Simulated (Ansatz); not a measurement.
System: A-type hexagonal La2O3. Method: BLYP (PAW; Ansatz, an electronic-structure program).

Run with plane-wave cutoff 520 eV, 12×12×6 k mesh (along the axes of the cell as run), Fermi–Dirac smearing 0.01 eV, scalar-relativistic PAW data made under PBE.

Shape and atoms are relaxed at each volume.

Pressure at four volumes; x = ln(V/17.333 Å³). One pressure is withheld.

```tsv
V (Å³/atom)	x	P (GPa)
16.640	-0.0408	4.58
17.333	0.0000	0.00
17.680	0.0198	-1.97
18.026	0.0392	?
```

**Question.** Pass a parabola P(x) through the three rows shown, estimate the bulk modulus and its pressure derivative near zero pressure, and predict the withheld pressure.

**Answer.** Slopes between the rows: (0.00 − (4.58))/(0.0000 − (-0.0408)) = -112.25 and (-1.97 − (0.00))/(0.0198 − (0.0000)) = -99.49 GPa. Their difference over the span 0.0606 is c = 12.76/0.0606 = 210.6 GPa, so P(x) = 4.58 + (-112.25)(x − (-0.0408)) + 210.6 (x − (-0.0408))(x − (0.0000)). At the middle row B = −dP/dx = −[-112.25 + 210.6 × 0.0408] = 103.7 GPa, and B′ = dB/dP = 2c/B = 4.1. At x = 0.0392 the parabola gives -3.74 GPa; the run gives -3.75 GPa. The Birch–Murnaghan fit to the energies at all volumes has B0 = 103 GPa and B′ = 3.9.

Measured, for comparison: bulk modulus 113 GPa (300 K, no zero-point or thermal correction; as tabulated in Santana et al. (2016), arXiv:1608.06321). Computed (rounded) less measured: bulk modulus -9 %.

Note: the bulk modulus comes from volumes at which shape and atoms were relaxed.

Spin–orbit coupling is not included.
